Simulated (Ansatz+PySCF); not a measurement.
A calculation with Ansatz (development build ahead of 0.2.0).

```yaml
crystal:
  periodic: [false, false, false]
  atoms:
    - { symbol: "N", position_ang: [0.0, 0.0, 0.0] }
    - { symbol: S, position_ang: [1.0137, 1.35161, 2.92631] }
basis:
  gaussian: { orbitals: STO-3G }
total_charge: 1
magnetization:
  initial_magnetization: 2
hamiltonian:
  xc: hf
correlation:
  method: fci
  frozen_orbitals: { "N": 1, S: 5 }
```

The input is written out in the form of the current development build from the run's settings.

Results

```json
{
 "Converged": "yes",
 "Total energy": "-446.64442 hartree",
 "State": "lowest triplet root, of any spatial symmetry"
}
```
